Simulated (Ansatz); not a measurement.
**SiBH4 radical: functionals against CCSD(T) at one geometry**

The task here is to estimate one member of a computed series from the others.

Computed with Ansatz 0.2.0, Gaussian basis. Level: single points in def2-TZVPP.

Cores are frozen in the correlated methods. Orbitals are unrestricted.

### Starting geometry

6 atoms, charge 0, spin multiplicity 2.

Atoms are counted from 1 here; the program's logs count them from 0.

Bond lengths: B1–Si2 1.825 Å, B1–H3 1.191 Å, B1–H4 1.296 Å, Si2–H5 1.526 Å, Si2–H6 1.462 Å. Angles: Si2–B1–H3 123.1°, Si2–B1–H4 123.6°, H3–B1–H4 113.3°, B1–Si2–H5 125.9°, B1–Si2–H6 139.0°, H5–Si2–H6 94.9°.

Geometry (Å):

```
B    -0.0394   -0.9885    0.1499
Si   -0.0587    0.8255   -0.0470
H    -0.8013   -1.5752    0.8518
H     0.7866   -1.7680   -0.4741
H     0.7864    1.6286   -1.0317
H    -0.7865    1.9842    0.4682
```

The first run:

Input file run/in.yaml:

```yaml
crystal:
  periodic: [false, false, false]
  atoms:
    - {symbol: B, position_ang: [-0.039400, -0.988500, 0.149900]}
    - {symbol: Si, position_ang: [-0.058700, 0.825500, -0.047000]}
    - {symbol: H, position_ang: [-0.801300, -1.575200, 0.851800]}
    - {symbol: H, position_ang: [0.786600, -1.768000, -0.474100]}
    - {symbol: H, position_ang: [0.786400, 1.628600, -1.031700]}
    - {symbol: H, position_ang: [-0.786500, 1.984200, 0.468200]}
basis:
  gaussian: {orbitals: def2-TZVPP}
magnetization: {spin_polarized: true, initial_magnetization: 1}
correlation: {method: ccsd_t}
scf: {omitted_lower_state_checks: [cluster_reference]}
output: {forces: true}
```

No record of the launch command was kept for these runs.

Among the steps run: CCSD(T)/def2-TZVPP; PBE0-D4/def2-TZVPP; wB97M-V/def2-TZVPP; r2SCAN-D4/def2-TZVPP; PBE-D4/def2-TZVPP; HSE06-D4/def2-TZVPP; BLYP-D4/def2-TZVPP.

One table of the session follows, with a row left open; its other results are not shown here.

```
   method  RMS force component (eV/Å)  angle to CCSD(T) forces (°)  dipole (D)
  CCSD(T)                       1.305                    reference        1.03
  PBE0-D4                       1.211                          3.0        1.04
  wB97M-V                       1.243                          3.3        1.08
r2SCAN-D4                           ?                            ?           ?
   PBE-D4                       1.155                          5.7        1.04
 HSE06-D4                       1.212                          3.0        1.04
  BLYP-D4                       1.205                          2.9        1.03
```

**Question.** Estimate the row for r2SCAN-D4.

As computed: RMS force component (eV/Å): 1.214; angle to CCSD(T) forces (°): 2.6; dipole (D): 1.00. In the column «RMS force component (eV/Å)» it lies between HSE06-D4 (1.212) and wB97M-V (1.243).
